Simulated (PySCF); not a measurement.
CN, SMILES [C]#N, multiplicity 2. Geometry optimised at B3LYP-D3(BJ)/def2-TZVPD.

These are B3LYP-D3(BJ)/def2-TZVPD (PySCF) values and carry that method's errors.

Harmonic wavenumbers (cm⁻¹): 2154. Rotational constants (GHz): 57.87 (linear); symmetry number 1.

Problem. Work out the zero-point energy and the ideal-gas rigid-rotor harmonic-oscillator thermochemistry at 298.15 K and 1 atm.

Solution. ZPE = ½ Σ hcν = ½ × 2154 cm⁻¹ = 12.88 kJ/mol. H − E(el) = 21.56 kJ/mol. Entropy in J/(mol K): translation 149.39, rotation 47.19, vibration 0.00, spin 5.76, total 202.35. G − E(el) = -38.77 kJ/mol. Cp = 29.13 J/(mol K).
